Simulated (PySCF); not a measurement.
**C3H5FO2: geometry, NMR shifts, spin-spin couplings, electronic excitations and core binding energies**

Wanted: the NMR shifts, spin-spin couplings, electronic excitations and core binding energies of C3H5FO2 (`C[C@H](F)C(=O)O`), by calculation.

Computed with PySCF 2.14.0, with density-fitted response routines of our own, on a single molecule in the gas phase. Atoms are numbered from 0 throughout.

## (1) Starting geometry

11 atoms, charge 0, multiplicity 1; geometry from: MMFF94s. The atoms were then displaced at random by about 0.03 Å, so the start is not that level's minimum.

Bonds of the start (Å): C0–C1 1.52, C1–F2 1.40, C1–C3 1.62, C3–O4 1.16, C3–O5 1.29, C0–H6 1.02, C0–H7 1.14, C0–H8 1.15, C1–H9 1.10, O5–H10 0.98.

## (2) Geometry optimisation at PBE0-D3(BJ)/def2-SVP

What the job is given:

```
{"job": {"xc": "PBE0", "basis": "def2-SVP", "d3": "d3bj", "grid": 1, "shake": 0.03, "kind": "geom"}, "charge": 0, "multiplicity": 1}
C     -1.182200    -0.362480     0.686070
C     -0.378130     0.399700    -0.348810
F     -0.841160     0.020890    -1.612240
C      1.201240     0.107400    -0.106480
O      1.652180     0.047660     0.959000
O      1.799200    -0.099410    -1.229790
H     -1.092480    -1.378340     0.609180
H     -2.250820    -0.048720     0.461410
H     -1.010220     0.040230     1.753730
H     -0.495200     1.491480    -0.254350
H      2.695660    -0.303910    -0.886830
```

The run is started by

```sh
> OMP_NUM_THREADS=1 python probes_run.py task.json out
```

One launch serves the whole session: the jobs run in the order shown.

**Question.** This job is followed by: GIAO PBE0/pcSseg-1 NMR shielding, non-relativistic, gas phase; B3LYP/pcJ-1 indirect spin-spin coupling, non-relativistic, gas phase; TDDFT CAM-B3LYP/def2-SVPD, vertical, gas phase, core orbitals frozen in the response; GIAO KT3/pcSseg-2 NMR shielding, non-relativistic, gas phase; delta-SCF UKS SCAN, pcX-2 on the ionised atom, pcseg-1 elsewhere, spin-free X2C. What will the session give for the following? point group; rotational constants (main isotopes); ¹³C shifts against TMS (PBE0/pcSseg-1); ¹H shifts against TMS (PBE0/pcSseg-1, means over atoms taken as alike); ¹⁹F shifts against CFCl3 (PBE0/pcSseg-1); ¹⁷O shifts against H2O (PBE0/pcSseg-1); largest coupling of the table (B3LYP/pcJ-1); lowest singlet (CAM-B3LYP/def2-SVPD); brightest single state of those computed; lowest triplet; vertical ionisation energy (ΔSCF); C1s binding energies, SCAN/pcX-2; O1s binding energies, SCAN/pcX-2; F1s binding energies, SCAN/pcX-2; range of the shift of O4.

As calculated:

| quantity | value |
| --- | --- |
| point group | C1 |
| rotational constants (main isotopes) | 5.19, 3.36, 2.19 GHz |
| ¹³C shifts against TMS (PBE0/pcSseg-1) | 176.8, 87.0, 19.9 ppm |
| ¹H shifts against TMS (PBE0/pcSseg-1, means over atoms taken as alike) | 6.00, 4.86, 1.58 ppm |
| ¹⁹F shifts against CFCl3 (PBE0/pcSseg-1) | -215.1 ppm |
| ¹⁷O shifts against H2O (PBE0/pcSseg-1) | 417.4, 214.5 ppm |
| largest coupling of the table (B3LYP/pcJ-1) | ¹J(C,F) C1–F2, -253.1 Hz |
| lowest singlet (CAM-B3LYP/def2-SVPD) | 5.88 eV (211 nm), f = 0.000 |
| brightest single state of those computed | state 6, 8.97 eV, f = 0.109 |
| lowest triplet | 5.39 eV |
| vertical ionisation energy (ΔSCF) | 11.05 eV |
| C1s binding energies, SCAN/pcX-2 | C3 295.26, C1 293.80, C0 291.33 eV |
| O1s binding energies, SCAN/pcX-2 | O5 540.50, O4 538.31 eV |
| F1s binding energies, SCAN/pcX-2 | F2 692.77 eV |
| range of the shift of O4 | 378.7 to 417.4 ppm |

**Reading.** The start was shaken at random, so part of the energy gained undoes that. The most deshielded carbon is C3 (carboxylic acid carbon), at 176.8 ppm: it is a carbonyl in resonance with an O or N lone pair, the region of acids, esters and amides. Couplings across rotatable bonds belong to this one conformer; where others are populated, the observed values are averages. The acid proton is that of the lone molecule; in solution hydrogen bonds move it to about 10 to 13 ppm. The lowest singlet, at 5.88 eV, is HOMO→LUMO 0.70, HOMO→LUMO+1 0.17 and is dark; of the 10 states computed, the strongest absorption comes from states 6 to 7 together at 8.97 eV. The lowest triplet lies 0.50 eV below the lowest singlet (triplets in Tamm-Dancoff, singlets in full TDDFT). The orbital energy would give 9.99 eV for ionisation, ΔSCF gives 11.05 eV. The C1s levels kept as sound span 3.93 eV, from C0 (methyl carbon) up to C3 (carboxylic acid carbon). The O1s levels kept as sound span 2.19 eV, from O4 (carbonyl oxygen) up to O5 (acid hydroxyl oxygen). In ppm, O4 moves most: its shift spreads over 38.7 ppm, from 378.7 (KT3/pcSseg-2) to 417.4 (PBE0/pcSseg-1).
